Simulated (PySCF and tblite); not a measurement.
Results of a calculation; reference values are marked as such.
C₄H₈O, numbered as in [OH:1][CH2:2][CH:3]1[CH2:4][CH2:5]1. Free energies: PBE0-D3(BJ)/def2-TZVP (IEF-PCM, chloroform) on GFN2-xTB structures plus GFN2-xTB thermal terms, symmetry and mirror images included. Conformers within 2.5 kcal/mol (GFN2-xTB free energy) were kept, 6 at most. GIAO shieldings: PBE0/pcSseg-1 (IEF-PCM, chloroform). Shifts are against TMS (¹H), TMS (¹³C) at the same level. (PySCF 2.14, tblite 0.8.)

Torsions listed: H1–O1–C2–C3, O1–C2–C3–C4. Of a mirror pair one member is shown.

```csv
conformer,shape,point group,mirror pair,ΔE(DFT),Δ(G−E) at 350 K,δ H3 (ppm)
1,"54°, -87°",C1,yes,0.00,0.00,1.09
2,"54°, 149°",C1,yes,0.76,-0.09,0.90
3,"180°, 161°",C1,yes,1.15,-0.27,1.07
4,"-59°, 42°",C1,yes,1.74,0.00,0.88
```

Energies in kcal/mol; the thermal term leaves out symmetry numbers and mirror images.

(1) Work out the weights at 350 K and the ¹H shift of H3 under fast exchange.

## Answers

(1) RT = 0.696 kcal/mol. Each conformer gets RT ln(σ/g), with σ the rotational symmetry number and g = 2 for a mirror pair: 1: σ = 1, g = 2, G = 0.00 + 0.00 − 0.48 = -0.48, 0.00 above the lowest, exp(−ΔG/RT) = 1.000; 2: σ = 1, g = 2, G = 0.76 − 0.09 − 0.48 = 0.19, 0.67 above the lowest, exp(−ΔG/RT) = 0.382; 3: σ = 1, g = 2, G = 1.15 − 0.27 − 0.48 = 0.40, 0.88 above the lowest, exp(−ΔG/RT) = 0.283; 4: σ = 1, g = 2, G = 1.74 + 0.00 − 0.48 = 1.26, 1.74 above the lowest, exp(−ΔG/RT) = 0.082. The sum is 1.747, so the weights are 57.3, 21.8, 16.2, 4.7 %. The averaged shift is 1.04 ppm. At 298.15 K it is 1.04 ppm. At 298.15 K the leading conformer alone gives 1.09 ppm and bare DFT energies give 1.04 ppm.
